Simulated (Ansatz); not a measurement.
`COC(F)CF` → `COCF` + `[CH]F` at 400 K and 1 bar (formal loss of a carbene).

Gas-phase electronic energies from Ansatz, PBE0-D4/def2-TZVP geometries. CBS: MP2 limit from def2 TZ/QZ plus the TZ coupled-cluster correction, frozen cores. This one scheme is used for every species. One conformer a species, not always the lowest.

```csv
species,CCSD(T)/CBS energy (Eh),H − E (kJ/mol),S (J/(mol·K))
`COC(F)CF`,-392.50296,278.5,373.7
`COCF`,-254.05716,215.5,313.1
`[CH]F`,-138.29972,46.3,233.5
```

H − E and S are ideal-gas, rigid-rotor, harmonic terms from PBE0-D4/def2-TZVP, for one conformer and one mirror image of each species. 1 Eh = 2625.50 kJ/mol, R = 8.31446 J/(mol·K).

By hand: ΔE, ΔH, ΔS and ΔG.

ΔE = (-254.05716) + (-138.29972) − (-392.50296) = 0.14608 Eh = 383.5 kJ/mol. Δ(H − E) = 215.5 + 46.3 − 278.5 = -16.7, so ΔH = 366.8 kJ/mol. ΔS = 313.1 + 233.5 − 373.7 = 172.9 J/(mol·K). ΔG = 366.8 − 400 × (172.9)/1000 = 297.6 kJ/mol.

By hand: the equilibrium constant, and the temperature at which ΔG would vanish if ΔH and ΔS stayed fixed.

log₁₀ K = −ΔG/(RT ln 10) = -38.9. ΔG = 0 at ΔH/ΔS = 2121 K.

The number of gas molecules changes by +1, which sets the sign of ΔS. A doubt of 5 kJ/mol in ΔE shifts log₁₀ K by 0.7 here. Other conformers and mirror images would add mixing entropy, several J/(mol·K) or more a flexible species. These are equilibria of isolated gas molecules and say nothing of rates. Largest T1 diagnostic: 0.018 (customary marks: 0.02 for closed shells, 0.045 for open ones).
